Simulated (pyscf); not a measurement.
Optimised with ωB97X-D3(BJ)/def2-SVP in PySCF.

Question: Estimate by transition-state theory the rate constant of H₃C–Zn–SH + H₂Se -> CH₄ + HS–Zn–SeH (singlet surface; C–Zn, H–Se broken, C–H, Se–Zn formed) at 600 K, with ωB97M-D3(BJ)/def2-TZVP energies (ideal gas, 1 atm, RRHO with modes under 100 cm⁻¹ raised to 100, one conformer, R ln 2 for rigid chiral ones; no tunnelling).

Answer: The electronic barrier is 18.2 kcal/mol and the thermal terms add +20.6, so ΔG‡ = 38.9 kcal/mol. With k_BT/h = 1.25e+13 s⁻¹ and RT = 1.192 kcal/mol, and a volume of 8.18e-20 cm³ per molecule at 1 atm, k = 7.2e-21 cm³ molecule⁻¹ s⁻¹. Wigner's tunnelling factor for 1253i cm⁻¹ would be 1.38, likely too low at so high a frequency. A shift of 1 kcal/mol in the barrier changes k by a factor 2.3. On the reactant side the descent ends in an adduct with a Se–Zn contact, 7.2 kcal/mol under the separated species and 21.4 kcal/mol under the saddle at ωB97X-D3(BJ)/def2-TZVP. What is counted as formed (Se–Zn) is already present as a longer contact in the reactant adduct; forming that adduct is a step of its own. At ωB97X-D3(BJ) the barrier from the zero used here is 14.2 kcal/mol. This is the saddle that the search found; another between the same sides may lie lower. Elements up to Kr have no core potential and no relativistic terms here.
